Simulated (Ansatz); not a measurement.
Born–Oppenheimer molecular dynamics of AlFH2O (5 atoms, charge 0, multiplicity 1). It starts at the highest image of a converged band. Of that band: Neighbouring images differ by up to 1.3 eV, so the band resolves the path poorly. A vibrational analysis at the climbing image gives one clearly imaginary mode, 1421i cm⁻¹: a first-order saddle point.

Computed with RKS B3LYP-D4/def2-SVP (Ansatz 0.2.0).

```yaml
ensemble: NVE (velocity Verlet)
time_step: 0.5 fs
steps_asked: 200
starting_velocities_drawn_for: 100 K
seed: 2298
```

First frame:

```xyz
5
Properties=species:S:1:pos:R:3
Al 0.201 0.202 -0.405
O 0.787 0.044 1.319
H 0.667 -0.488 2.131
H 1.712 -0.156 0.336
F -1.453 0.117 -0.628
```

Q: What does the run give?

A: All steps were run.

```
steps done                                               : 200
time covered                                             : 100 fs
mean temperature over the second half                    : 3949 K
spread of the potential energy over the second half      : 56.7 meV per atom
mean potential energy of the second half above the start : -298.6 meV per atom
```

The conserved energy stayed within 0.45 meV per atom of its start (net change -0.29 meV per atom), so the integration is sound. The kinetic energy rose, since the run started high on the potential surface and went downhill. A run of 0.1 ps of so small a system gives no equilibrium averages. The orbitals stay closed-shell, which can raise the energy where a bond breaks towards radicals; this wasn't checked here.

Q: What happens to the structure?

A: Between its relaxed ends the band would form O2–H4 and break Al1–H4. These pairs go: O2–H4 1.36 → 3.05 Å, Al1–H4 1.72 → 1.82 Å. In the last frame they stand as before the step (other bonds may differ from the relaxed reactants and products). These pairs come and go: their bonding changes 8 times, last at 99 of 100 fs, so the outcome isn't settled. It ends as one piece, AlFH2O. Pairs count as bonded within 1.25 times the sum of covalent radii (0.12 Å more for H–H). This is one draw of velocities; another would differ in detail.

Q: How do temperature and energy run in time?

A: 
```
time (fs)  T (K)  potential energy less start (eV)  conserved less start (meV/atom)
        0    100                             0.000                             0.00
        5    103                            -0.001                             0.01
       10    323                            -0.086                             0.07
       15   2131                            -0.787                             0.10
       20   5768                            -2.200                            -0.40
       25   5822                            -2.220                            -0.26
       30   4071                            -1.540                            -0.08
       35   3219                            -1.211                            -0.25
       40   1503                            -0.543                             0.32
       45   3393                            -1.279                            -0.40
       50   3155                            -1.185                            -0.04
       55   4076                            -1.542                            -0.08
       60   5437                            -2.071                            -0.34
       65   4585                            -1.740                            -0.20
       70   3076                            -1.154                            -0.01
       75   3004                            -1.126                            -0.03
       80   3990                            -1.510                            -0.34
       85   3527                            -1.329                            -0.05
       90   3770                            -1.424                            -0.13
       95   3962                            -1.498                            -0.06
      100   5343                            -2.034                            -0.29
```

Time of the run: 6.2 min on 1 thread of Arm Neoverse N1 (shared host), peak memory 0.099 GiB.
